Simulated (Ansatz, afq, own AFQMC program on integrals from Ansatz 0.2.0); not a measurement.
## H2O, singlet in 6-31G, levels against full CI

| atom | x (Å) | y (Å) | z (Å) |
| --- | --- | --- | --- |
| O | 0.0000 | -0.1295 | 0.0000 |
| H | 0.0000 | 1.0280 | -1.5102 |
| H | 0.0000 | 1.0280 | 1.5102 |

Basis 6-31G. Noble-gas cores (and the filled d shells of Ga–Kr and In–Xe) are frozen. AFQMC by an in-house program on the Cholesky factors that Ansatz 0.2.0 writes for its CCSD(T) run. ph-AFQMC/CISD is guided by a CISD state made of CCSD amplitudes; releasing the constraint for a short imaginary time cuts its bias at the price of noise, slowly where states lie close. Uncertainties: one standard error, sampling alone.

Determinant: RHF, the one that the program's search chose, which needn't be the lowest solution. The geometry is a point of a scan.

Full CI on the same integrals is exact in this basis and with this determinant's frozen core.

Cautions: restricted determinant unstable towards unrestricted (UHF 5.12 eV lower, ⟨S²⟩ 1.77); strong correlation (T1 0.039, weight of the determinant 0.68, largest double 0.34); the CCSD(T) amplitudes may be one of several solutions (largest double 0.34); the CCSDT(Q) amplitudes may be one of several solutions (largest double 0.37); the CCSDTQ amplitudes may be one of several solutions (largest double 0.37); the released energies are still falling, so no released level is given (meV from the phaseless value at times in 1/Eh: -21 ± 9 at 0.24, -41 ± 8 at 0.51, -70 ± 8 at 0.99, -124 ± 9 at 1.62, -143 ± 11 at 2.40); CCSDTQ on the UHF determinant differs (26 meV higher), by its state or its frozen core.

The T1 diagnostic is 0.0393 and the weight of the determinant in the CISD state is 0.680. The size of the correlated space is 8 electrons in 12 orbitals.

```tsv
level	correlation energy (eV)
MP2	-6.6162
CCSD	-7.5734
CCSD(T)	-7.9642
```

Question: Estimate where phaseless AFQMC with a CISD trial lies against CCSD(T) on the same integrals.

Answer: 31.6 ± 0.9 kJ/mol above CCSD(T).

Reference: full CI, correlation energy -7.843 eV. The cautions show a poor starting determinant, so the rows tell how each method copes with it here, and full CI is the sure value.

| level | E − E(reference) (kJ/mol) | share of correlation (%) |
| --- | --- | --- |
| CCSD(T) | -11.7 | 101.54 |
| CCSDT | -2.9 | 100.38 |
| CCSDT(Q) | -3.7 | 100.49 |
| CCSDTQ | 0.3 | 99.95 |
| ph-AFQMC/CISD | 19.9 ± 0.9 | 97.37 |

CCSDT and higher add their correlation energy to the determinant of the CCSD(T) run, since their own runs factorise the integrals more tightly (a shift of under 2 meV). A walk keeps the symmetry of its determinant, which the program's search chose and which needn't be the lowest solution, so a lower state of the same spin and another symmetry isn't excluded.
